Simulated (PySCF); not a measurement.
What does the GFN2-xTB structure of `C=C[C@H](C)F` look like in three dimensions?

Z-matrix in Å and degrees, rows numbered from 1:
```
C 
C   1  1.3189
C   2  1.5007  1  124.70
C   3  1.5263  2  111.66  1   114.50
F   3  1.3829  2  110.62  1    -6.54
H   1  1.0762  2  121.81  3  -179.44
H   1  1.0770  2  121.36  3     1.04
H   2  1.0812  1  121.70  3   179.11
H   3  1.1005  2  110.02  1  -122.66
H   4  1.0858  3  109.91  2    61.76
H   4  1.0871  3  109.93  2  -178.01
H   4  1.0875  3  109.66  2   -58.36
```

Of the pairs four or more bonds apart, F5···H7 is among the closest relative to their van der Waals radii: 2.43 Å, 91 % of the sum of Bondi's values. The C–C distances run from 1.319 Å (C1=C2, drawn double) to 1.526 Å (C3–C4, drawn single), a spread of 0.207 Å.

Computed geometry: GFN2-xTB, gas phase.

Point group: C1 (no symmetry element, even within 0.4 Å). Whether it is a minimum is left open (no frequencies). The numbers are those of one conformer (C1–C2–C3–C4 115°).
